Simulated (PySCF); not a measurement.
Dissociation curve of H2, singlet.

Method: CCSD(T) on UHF/6-31G in PySCF 2.14.0.

**Question.** Relative to R = 0.75 Å, what are the energies at R = 0.63, 0.70, 0.86, 2.58 Å?

**Answer.** 0.314 eV at 0.63 Å, 0.042 eV at 0.70 Å, 0.179 eV at 0.86 Å, 4.130 eV at 2.58 Å.

The unrestricted determinant behind UCCSD(T) is spin-contaminated at 1.22 to 2.99 Å (<S²> up to 1.0, against 0.00 for a pure singlet).
